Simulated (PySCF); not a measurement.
How the method moves the HOMO and LUMO of `C#C[C@@H]1N[C@@H]1C`

Compound: C₅H₇N.
Structure used (PBE0-D3(BJ)/def2-SVP), in Å, numbered top down from 1:
```
atom  x, y, z in Å
C1     2.3523    0.7975    0.3676
C2     1.4549   -0.0178    0.3509
C3     0.4071   -1.0047    0.3351
N4    -0.2906   -1.3273   -0.9136
C5    -1.0127   -0.5958    0.1057
C6    -1.3988    0.8422   -0.0831
H7     3.1486    1.5183    0.3789
H8     0.6003   -1.8735    0.9761
H9     0.0224   -0.6920   -1.6491
H10   -1.7663   -1.2075    0.6182
H11   -0.5750    1.4220   -0.5251
H12   -2.2767    0.9219   -0.7431
H13   -1.6581    1.3074    0.8802
```

Basis pcSseg-1 throughout (PySCF), one geometry. Isolated species at its PBE0-D3(BJ)/def2-SVP geometry, gas phase.

Problem. How do the orbital energies, the gap and the dipole change with the method?

Solution. 
| method | kind | HOMO (eV) | LUMO (eV) | gap (eV) | μ (D) | SCF cycles |
| --- | --- | --- | --- | --- | --- | --- |
| BLYP | GGA | -5.47 | -0.19 | 5.28 | 1.51 | 15 |
| B97-D | GGA | -5.61 | -0.23 | 5.38 | 1.53 | 15 |
| OPBE | GGA | -5.62 | -0.19 | 5.43 | 1.51 | 15 |
| PBE | GGA | -5.62 | -0.33 | 5.29 | 1.53 | 15 |
| KT2 | GGA | -5.71 | -0.34 | 5.37 | 1.52 | 16 |
| KT3 | GGA | -5.72 | -0.26 | 5.45 | 1.47 | 15 |
| BP86 | GGA | -5.73 | -0.43 | 5.30 | 1.56 | 15 |
| LDA | LDA | -5.74 | -0.58 | 5.16 | 1.62 | 15 |
| B97-2 | global hybrid | -6.68 | 0.64 | 7.32 | 1.62 | 14 |
| B3LYP | global hybrid | -6.69 | 0.46 | 7.14 | 1.61 | 14 |
| PBE0 | global hybrid | -6.93 | 0.69 | 7.62 | 1.64 | 14 |
| mPW1PW91 | global hybrid | -6.97 | 0.67 | 7.64 | 1.65 | 14 |
| BHandHLYP | global hybrid | -8.08 | 1.82 | 9.90 | 1.72 | 13 |
| CAM-B3LYP | range-separated hybrid | -8.26 | 1.84 | 10.10 | 1.68 | 13 |
| wB97X-D | range-separated hybrid | -8.78 | 2.48 | 11.27 | 1.71 | 14 |
| LC-wPBE | range-separated hybrid | -9.64 | 3.02 | 12.66 | 1.75 | 13 |
| HF | Hartree–Fock | -9.80 | 4.27 | 14.08 | 1.82 | 12 |

The HOMO spans 4.33 eV, from BLYP down to HF, and the gap runs from 5.16 eV (LDA) to 14.08 eV (HF). Over the methods BLYP (0 %), B97-D (0 %), OPBE (0 %), PBE (0 %), KT2 (0 %), KT3 (0 %), BP86 (0 %), LDA (0 %), B97-2 (21 %), B3LYP (20 %), PBE0 (25 %), mPW1PW91 (25 %), BHandHLYP (50 %), HF (100 %), a straight line through the gap against the share of exact exchange rises by 0.88 eV for each 10 % (correlation coefficient 0.999). The dipole ranges from 1.47 D (KT3) to 1.82 D (HF). This basis has no diffuse functions.
